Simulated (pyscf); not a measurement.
## Substitution at C: H₃C–OH + H• → CH₄ + OH•

Gas phase, doublet surface, charge 0. Bonds broken: C1–O2. Bonds formed: C1–H7. Structures and frequencies: ωB97X-D3(BJ)/def2-SVP in PySCF. MP2 and CC: frozen core, UHF for open shells. ΔMP2 is the change of the MP2 total energy from the triple- to the quadruple-zeta basis.

Transition state (Å):

```xyz
7

C     -0.6433    -0.3112    -0.1989
O      0.8022     0.5638    -0.1561
H     -1.0858     0.1362     0.7018
H     -0.9374     0.0829    -1.1774
H     -0.1854    -1.3090    -0.1511
H      1.1804     0.2944     0.6952
H     -1.8329    -1.0406    -0.2191
```

One imaginary mode, 1557i cm⁻¹; descent along it reached the two sides named.

| bond | change | reactant side (Å) | saddle | product side |
|---|---|---|---|---|
| C1–O2 | breaks | 1.406 | 1.690 | 3.1 |
| C1–H7 | forms | 3.7 | 1.395 | 1.099 |

Electronic energies relative to the separated reactants (kJ/mol):

```csv
level,barrier,reaction energy,reverse barrier
ωB97X-D3(BJ)/def2-TZVP,134.3,-60.8,195.1
PBE/def2-TZVP,93.6,-41.4,135.0
r²SCAN/def2-TZVP,93.7,-66.5,160.3
B3LYP-D3(BJ)/def2-TZVP,106.2,-70.9,177.1
PBE0-D3(BJ)/def2-TZVP,116.9,-54.8,171.6
M06-2X/def2-TZVP,134.4,-50.0,184.5
ωB97M-D3(BJ)/def2-TZVP,129.3,-62.0,191.4
HF/def2-TZVP,202.5,-112.8,315.4
MP2/def2-QZVPP,160.1,-30.0,190.0
CCSD/def2-TZVPP,139.6,-74.5,214.1
CCSD(T)/def2-TZVPP,131.5,-65.8,197.2
CCSD(T)/def2-TZVPP + ΔMP2(QZVPP),129.0,-62.1,191.1
```

With CCSD(T)/def2-TZVPP + ΔMP2(QZVPP) energies and thermal terms (ideal gas, 1 atm, RRHO with modes under 100 cm⁻¹ raised to 100, one conformer, R ln 2 for rigid chiral ones), in kJ/mol:

| T (K) | ΔH‡ | ΔG‡ | ΔH | ΔG |
|---|---|---|---|---|
| 298 | 125.8 | 154.2 | -56.4 | -60.1 |
| 600 | 124.7 | 183.6 | -58.1 | -63.4 |
| 900 | 124.0 | 213.2 | -61.3 | -65.5 |
| 1200 | 123.1 | 243.0 | -64.8 | -66.3 |

The same reactants have a lower exit, to H₂ + •H₂C–OH (barrier +34.1 kJ/mol at ωB97M-D3(BJ), against +129.3 kJ/mol here). One saddle was located; it need not be the lowest between these sides. The angle at the attacked C is 179°. The CCSD(T) − MP2 part came from Ansatz, without density fitting, on the same reference. A UHF reference is spin-contaminated (<S²> up to 0.85), which harms MP2 most. Left out: orbital degeneracy and the spin-orbit lowering of OH.
